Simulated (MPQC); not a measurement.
# C2H5N (N-methylmethanimine), run twice

Wanted: a single-point energy of C2H5N (N-methylmethanimine), U-mPW1PW91(MPQC)/def2-SVP.

Program for the calculation: MPQC 2.3.1.

5 further runs of the same task are left out: 3 that didn't finish, 2 set aside as unsound or not needed.

## (1) The system as given

C2H5N: 8 atoms, total charge 0, spin state singlet. SMILES: `C=NC`. The shape is that of a PBE0-D4/def2-TZVP optimisation.

Bond lengths: C1–N2 1.257 Å, N2–C3 1.439 Å, C1–H4 1.100 Å, C1–H5 1.090 Å, C3–H6 1.100 Å, C3–H7 1.093 Å, C3–H8 1.093 Å. Angles: C1–N2–C3 117.9°, N2–C1–H4 123.2°, N2–C1–H5 119.4°, N2–C3–H6 113.7°, N2–C3–H7 109.0°, N2–C3–H8 109.1°, H4–C1–H5 117.3°, H6–C3–H7 109.1°, H6–C3–H8 109.1°, H7–C3–H8 106.7°.

## (2) Try one

Contents of run.in:

```
% C2H5N
molecule<Molecule>: (
   symmetry = c1
   unit = angstrom
   { atoms geometry } = {
      C  [ -0.710300 0.748600 -0.789300 ]
      N  [ 0.446000 0.313400 -0.558400 ]
      C  [ 0.623700 -0.564000 0.568100 ]
      H  [ -1.585200 0.492200 -0.173900 ]
      H  [ -0.872600 1.413800 -1.636900 ]
      H  [ -0.302900 -0.759200 1.127700 ]
      H  [ 1.036200 -1.514100 0.218000 ]
      H  [ 1.365100 -0.130600 1.244700 ]
   }
)
basis<GaussianBasisSet>: (
   name = "def2-SVP"
   molecule = $:molecule
   basisdir = "."
   puream = yes
)
mpqc: (
   checkpoint = no
   savestate = no
   restart = no
   do_energy = yes
   do_gradient = no
   optimize = no
   mole<UKS>: (
      molecule = $:molecule
      basis = $:basis
      total_charge = 0
      multiplicity = 2
      memory = 1000000000
      print_evals = yes
      print_npa = yes
      maxiter = 79
      functional<StdDenFunctional>: ( name = "mPW1PW91" )
      integrator<RadialAngularIntegrator>: ( grid = medium )
      guess_wavefunction<UHF>: (
         molecule = $:molecule
         total_charge = 0
         multiplicity = 2
         memory = 1000000000
         value_accuracy = 1e-3
         basis<GaussianBasisSet>: (
            name = "STO-2G"
            molecule = $:molecule
         )
      )
   )
)
```

The basis set def2-SVP is read from a file made from the Basis Set Exchange's data (not shown).

Command:

```
$ mpqc run.in > run.out
```

The log of the run:

```text
MPQC: Massively Parallel Quantum Chemistry
[...]
      USCF::init: Warning, there's a leftover electron... I'm going to get rid of it
        total_charge = 0
[...]
  USCF::init: Warning, there's a leftover electron... I'm going to get rid of it
    total_charge = 0
[...]
  Integrated electron density error = 0.000008601806
  iter    14 energy = -133.5372993551 delta = 8.29089e-06
  Integrated electron density error = 0.000008602695
  iter    15 energy = -133.5372997203 delta = 2.25292e-06
  Integrated electron density error = 0.000008603297
  iter    16 energy = -133.5372999136 delta = 1.32252e-06
  Integrated electron density error = 0.000008603291
  iter    17 energy = -133.5373000577 delta = 1.13004e-06
[...]
  <S^2>      = 0.761293
  total scf energy = -133.5373000577
Value of the MolecularEnergy: -133.5373000577
[...]
        symmetry = c1
[...]
        nbasis = 67
[...]
      nalpha = 12
      nbeta = 11
[...]
```

Wall time 23 s (1 thread of Intel Xeon Platinum 8488C (Sapphire Rapids), shared host); peak memory 0.47 GiB.

## (3) Reading the log

It ran to the end. The result can't be trusted all the same.

What is wrong: the spin state typed doesn't suit the molecule. To mend it: multiplicity 1 in place of 2.

## (4) Second attempt

Contents of job.in:

```
% C2H5N
molecule<Molecule>: (
   symmetry = c1
   unit = angstrom
   { atoms geometry } = {
      C  [ -0.710300     0.748600    -0.789300 ]
      N  [ 0.446000     0.313400    -0.558400 ]
      C  [ 0.623700    -0.564000     0.568100 ]
      H  [ -1.585200     0.492200    -0.173900 ]
      H  [ -0.872600     1.413800    -1.636900 ]
      H  [ -0.302900    -0.759200     1.127700 ]
      H  [ 1.036200    -1.514100     0.218000 ]
      H  [ 1.365100    -0.130600     1.244700 ]
   }
)
basis<GaussianBasisSet>: (
   name = "def2-SVP"
   molecule = $:molecule
   basisdir = "."
   puream = yes
)
mpqc: (
   checkpoint = no
   savestate = no
   restart = no
   do_energy = yes
   do_gradient = no
   optimize = no
   mole<UKS>: (
      molecule = $:molecule
      basis = $:basis
      total_charge = 0
      multiplicity = 1
      memory = 1000000000
      print_evals = yes
      print_npa = yes
      maxiter = 60
      functional<StdDenFunctional>: ( name = "mPW1PW91" )
      integrator<RadialAngularIntegrator>: ( grid = medium )
      guess_wavefunction<UHF>: (
         molecule = $:molecule
         total_charge = 0
         multiplicity = 1
         memory = 1000000000
         value_accuracy = 1e-3
         basis<GaussianBasisSet>: (
            name = "STO-2G"
            molecule = $:molecule
         )
      )
   )
)
```

The basis set def2-SVP is read from a file made from the Basis Set Exchange's data (not shown).

Command:

```
$ mpqc -o job.out job.in
```

The log of the run:

```text
MPQC: Massively Parallel Quantum Chemistry
[...]
  Integrated electron density error = -0.000464395264
  iter     1 energy = -133.7056715291 delta = 9.88840e-02
  Integrated electron density error = -0.000442694895
  iter     2 energy = -133.8824318266 delta = 2.47907e-02
[...]
  Integrated electron density error = 0.000018849062
  iter    10 energy = -133.8928904791 delta = 1.14515e-05
  Integrated electron density error = 0.000018848926
  iter    11 energy = -133.8928909521 delta = 5.77811e-06
  Integrated electron density error = 0.000018848535
  iter    12 energy = -133.8928909496 delta = 2.39506e-06
  Integrated electron density error = 0.000018848045
  iter    13 energy = -133.8928909507 delta = 1.34094e-06
[...]
  <S^2>      = -0.000000
  total scf energy = -133.8928909507
Value of the MolecularEnergy: -133.8928909507
[...]
        symmetry = c1
[...]
        nbasis = 67
[...]
      nalpha = 12
      nbeta = 12
[...]
```

Run time: 17 s. Hardware: 1 thread of Intel Xeon Platinum 8488C (Sapphire Rapids), shared host; peak memory 0.36 GiB.

## (5) Outcome

Level: U-mPW1PW91(MPQC)/def2-SVP.

```
    quantity          value
total energy  -133.89289 Eh
```
